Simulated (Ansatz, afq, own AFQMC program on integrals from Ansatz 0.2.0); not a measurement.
AFQMC on a folder of integrals that Ansatz 0.2.0 wrote.

```yaml
crystal:
  periodic: [false, false, false]
  atoms:
    - {symbol: Al, position_ang: [0.000000, 0.000000, 0.000000]}
    - {symbol: Cl, position_ang: [0.000000, 0.000000, 2.303900]}
basis:
  gaussian: {orbitals: aug-cc-pVDZ}
total_charge: -1
magnetization: {spin_polarized: false, initial_magnetization: 1}
correlation: {method: ccsd_t, electrons: outside_noble_gas, hamiltonian_folder: ham}
```

```sh
$ ansatz run in.yaml --threads 1 --pin off --events-out ev --progress --plain --max-ram 1843MiB
```

afq runs on the folder ham with

```
--method phaseless --trial cisd --walkers 60 --populations 1 --least-time 40 --time-step 0.005 --steps-per-block 50 --equilibration-blocks 28 --max-blocks 300 --target-error 0.0004 --factor-cut 1e-05 --start spin_pure --seed 7128 --release-times 0.24,0.51,0.99,1.62,2.4 --release-step 0.03 --release-every 4 --taylor-order 6
```

Times are imaginary, in 1/Eh. The walk had a cap of 2099 s.

```
orbitals 44  electrons 6 5  factors 313 of 539
reference energy -701.48266448 Eh
CCSD correlation -0.22644270 Eh in 12 cycles, weight of the determinant in the CISD state 0.8608
energy of the start -701.709107 Eh
 block  time / (1/Eh)  mean weight  energy / Eh
     1     0.250  0.9990  -701.705555
     2     0.500  0.9991  -701.706206
     3     0.750  1.0001  -701.708256
     4     1.000  0.9984  -701.709301
     5     1.250  0.9992  -701.709065
     7     1.750  0.9998  -701.710662
     9     2.250  0.9995  -701.713505
    17     4.250  1.0018  -701.714040
    33     8.250  1.0001  -701.714077
    49    12.250  1.0017  -701.713869
    65    16.250  0.9977  -701.714306
    81    20.250  1.0003  -701.723966
    89    22.250  1.0008  -701.730595
    97    24.250  1.0021  -701.721425
   113    28.250  1.0000  -701.719527
   129    32.250  0.9958  -701.711907
   145    36.250  1.0014  -701.714824
   161    40.250  1.0006  -701.717271
   177    44.250  1.0019  -701.710414
   193    48.250  1.0011  -701.716185
   209    52.250  0.9985  -701.718829
   225    56.250  0.9992  -701.712007
   241    60.250  1.0007  -701.717834
   257    64.250  0.9983  -701.711610
   273    68.250  1.0017  -701.717902
   289    72.250  1.0036  -701.717238
   305    76.250  1.0000  -701.714378
   321    80.250  1.0015  -701.714201
blocks merged  error / Eh  count
     1  0.000213  300
     2  0.000274  150
     4  0.000331  75
     8  0.000406  37
    16  0.000442  18
    32  0.000424  9
released: time / (1/Eh)  energy / Eh  error  mean overlap
  0.24  -701.716723  0.000386  0.9989
  0.51  -701.717047  0.000406  0.9964
  0.99  -701.716967  0.000319  0.9917
  1.62  -701.717173  0.000443  1.0107
  2.40  -701.717335  0.000493  0.9881
energy -701.716561 +/- 0.000442 Eh
(rows thinned)
```

Estimate how long the walk took on 1 thread of Arm Neoverse V1 (shared host).

12 min of wall time.

The run passed its tests (sampling time, drift between the halves within three errors, error under three times the target), which doesn't prove that it has relaxed.

Against this walk (error 12.0 meV) on the same determinant: CCSD(T) 11.6 meV higher (within the noise), CCSDT(Q) 25.5 meV lower. The error is statistical and leaves out the bias of the constraint. Released to 2.40 1/Eh the energy moves by -21 ± 18 meV (both errors), within twice the noise.

Cautions: constraint bias not in the error; error above the target (12.0 against 10.9 meV).

CCSDT and higher add their correlation energy to the determinant of the CCSD(T) run, since their own runs factorise the integrals more tightly (a shift of under 2 meV). A walk keeps the symmetry of its determinant, which the program's search chose and which needn't be the lowest solution, so a lower state of the same spin and another symmetry isn't excluded.
